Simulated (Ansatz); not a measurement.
## AgRh2: from a trial structure to a relaxed crystal

All numbers below come from DFT PBE, scalar-relativistic, plane waves, PAW in Ansatz. Cutoff 420 eV, Γ-centred k mesh, Gaussian smearing, no spin polarisation in the final step.

AgRh2 was placed on the AlB2 structure type (P6/mmm, No. 191), with Ag in place of Al, Rh in place of B, at a guessed volume.

```
Ag Rh
1.0
     3.56580    0.00000    0.00000
    -1.78290    3.08807    0.00000
     0.00000    0.00000    3.85011
Ag Rh
1 2
Cartesian
  0.0000 0.0000 0.0000
  0.0000 2.0587 1.9251
  1.7829 1.0294 1.9251
```

Cell and atoms relax at zero pressure; the relaxation can't lower the symmetry of the start. After a coarse first stage the cell is made exact in the group found at 0.06 Å.

The zero of energy is the elements' standard structures at the same level; no fitted shifts are applied.

Q: Describe the relaxed structure.

A: It keeps P6/mmm (No. 191), but not the shape of the type it started on. Conventional cell: a = 4.454 Å, c = 2.710 Å. Around Ag lie 2 Ag at 2.71 Å and 12 Rh at 2.91 Å; around Rh lie 5 Rh at 2.57–2.71 Å and 6 Ag at 2.91 Å.

Space group P6/mmm (No. 191). a = 4.454 Å, b = 4.454 Å, c = 2.710 Å, α = 90.00°, β = 90.00°, γ = 120.00°
```
atom site symmetry x y z
  Ag    1a     6/mmm  0.0000  0.0000  0.0000
  Rh    2d      -6m2  0.3333  0.6667  0.5000
```

Q: What are its volume, energy, density and gap?

A: The volume per atom is 15.52 Å³, the density is 11.19 g/cm³ and the energy over the elements is 0.32 eV/atom. The gap on the 12×12×16 mesh is 0 eV (a metal).

The final run used a 12×12×16 mesh on its 3-atom cell and 0.10 eV smearing. For metals, differences of a few meV/atom aren't resolved. Symmetry constrained the relaxation, so the result can be a saddle point.

Cost: 4 runs of about 0.95 core-minutes in all, on Intel Xeon Platinum 8581C (Emerald Rapids) (shared hosts).